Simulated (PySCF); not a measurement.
Does the answer move with the share of exact exchange?

CH3Li.
Bonds: Li1–C2. Hydrogens: H3, H4, H5 on C2.

PySCF, def2-SVPD basis, density fitting, gas phase, PBE0-D3(BJ)/def2-SVP geometry; singlet excitations by full TDDFT with frozen cores, triplets by Tamm–Dancoff TDDFT and ionisation energies by ΔSCF, from the lowest of the holes tried. One functional is left out:

| functional | exact exchange (%) | HOMO energy (eV) | LUMO energy (eV) | lowest singlet excitation (eV) | lowest triplet excitation (eV) | dipole moment (D) | mean polarisability (au) | vertical ionisation energy (eV) |
| --- | --- | --- | --- | --- | --- | --- | --- | --- |
| LDA | 0 | -3.99 | -1.45 | 2.64 | 2.35 | 5.512 | 39.3 | 7.83 |
| PBE | 0 | -3.90 | -1.54 | 2.54 | 2.10 | 5.487 | 40.2 | 7.58 |
| PBE0 | 25 | -5.02 | -1.05 | 2.97 | 2.53 | 5.712 | 34.7 | 7.46 |
| BHandHLYP | 50 | -6.12 | -0.81 | 3.18 | 2.81 | 5.837 | 32.1 | 7.35 |

Task: Predict the row of B3LYP (20 % exact exchange) by straight lines through the other rows, and check it.

Result: 
```csv
property,line,computed,computed − line,"PBE0 (25 %), for comparison"
HOMO energy (eV),-4.81,-4.86,-0.05,-5.02
LUMO energy (eV),-1.19,-1.32,-0.13,-1.05
lowest singlet excitation (eV),2.85,2.77,-0.08,2.97
lowest triplet excitation (eV),2.46,2.42,-0.04,2.53
dipole moment (D),5.646,5.660,+0.014,5.712
mean polarisability (au),36.4,36.7,+0.3,34.7
vertical ionisation energy (eV),7.55,7.61,+0.06,7.46
```

Task: Which of these properties follows the share of exact exchange most closely, and which least?

Result: Most closely the HOMO energy, least the vertical ionisation energy; the correlations over the tabulated rows are HOMO energy -0.999, dipole moment 0.990, LUMO energy 0.983, mean polarisability -0.983, lowest singlet excitation 0.980, lowest triplet excitation 0.940, vertical ionisation energy -0.854. The HOMO energy moves by -0.435 eV for every 10 %. Functionals with the same share still differ in their other parts: at 0 % LDA and PBE differ by 0.09 eV in it.
